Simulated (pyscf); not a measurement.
5 gas-phase steps of one pattern: four-centre exchange on the singlet surface, Cl–H + F–Si or Cl–Sn + F–H broken and Cl–H + F–Sn or Cl–Si + F–H formed. Structures and frequencies: ωB97X-D3(BJ)/def2-SVP in PySCF. Electronic energies in eV, from the separated reactants; ΔE‡ at ωB97M-D3(BJ)/def2-TZVP, beside the barrier at r²SCAN/def2-TZVP on the same structures. Rows were drawn at random from the steps of this pattern with a verified saddle, stable references and no exit in the data more than 5 kcal/mol lower.

| row | step | ΔE‡(r²SCAN) | ΔE‡ |
|---|---|---|---|
| 1 | Cl–Sn(Cl)(Cl)–SeH + HF → F–Sn(Cl)(Cl)–SeH + HCl | 0.48 | 0.70 |
| 2 | Cl–Sn(Cl)(Cl)–Cl + HF → HCl + F–Sn(Cl)(Cl)–Cl | 0.50 | 0.72 |
| 3 | HO–Si(OH)(OH)–F + HCl → HO–Si(OH)(OH)–Cl + HF | 1.37 | ? |
| 4 | HO–Si(OH)(F)–F + HCl → HO–Si(OH)(F)–Cl + HF | 1.49 | 1.65 |
| 5 | HO–Si(F)(F)–F + HCl → HO–Si(F)(F)–Cl + HF | 1.43 | 1.61 |

**Question.** From a straight line through the complete rows, estimate the missing barrier and say how far the line can be trusted.

**Answer.** Over the 4 complete rows the means are +0.97 (ΔE‡(r²SCAN)) and 1.17 (ΔE‡); least squares gives b = 0.95 and a = 0.24 eV, with residuals of 0.01 eV (root mean square; largest 0.01, row 5). For row 3: 0.24 + 0.95 × (+1.37) = 1.54 eV. The computed barrier is 1.54 eV, on the line. The line follows these rows closely. Each barrier is that of the saddle found. Elements up to Kr have no core potential and no relativistic terms here. Elements past Kr carry the def2 core potentials, without spin-orbit coupling.
